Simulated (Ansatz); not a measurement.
Basis sets compared for AlMe2H (C₂H₇Al). The state is a singlet with charge 0. Geometry r2SCAN-D4/def2-TZVP. Ansatz on 2 threads of Arm Neoverse V1 on a shared host; times are rough, and most runs start from earlier orbitals.

Cartesian coordinates in Å:
```
Al -0.359 -0.642 -0.199
C 1.146 -0.702 1.046
C -0.939 1.076 -0.928
H 0.915 -0.142 1.961
H 2.033 -0.220 0.620
H 1.429 -1.714 1.346
H -0.154 1.513 -1.556
H -1.122 1.805 -0.131
H -1.844 1.012 -1.536
H -1.106 -1.987 -0.622
```

Binding counts from free atoms (Al doublet, C triplet, H doublet) in the same basis, without a counterpoise term.

| level | functions | energy (Eh) | HOMO (eV) | LUMO (eV) | binding per atom (eV) | wall time |
| --- | --- | --- | --- | --- | --- | --- |
| PBE-D4/def2-SVP | 81 | -322.4533 | -6.44 | -1.57 | 3.59 | 0.85 s |
| PBE0-D4/def2-SVP | 81 | -322.5009 | -7.76 | -0.80 | 3.57 | 0.9 s |

Estimate the rows for PBE-D4/def2-TZVP (with forces), PBE0-D4/def2-TZVP.


```tsv
level	functions	energy (Eh)	HOMO (eV)	LUMO (eV)	binding per atom (eV)	wall time
PBE-D4/def2-TZVP (with forces)	141	-322.6316	-6.50	-1.63	3.58	1.8 s
PBE0-D4/def2-TZVP	141	-322.6739	-7.78	-0.86	3.56	1.6 s
```
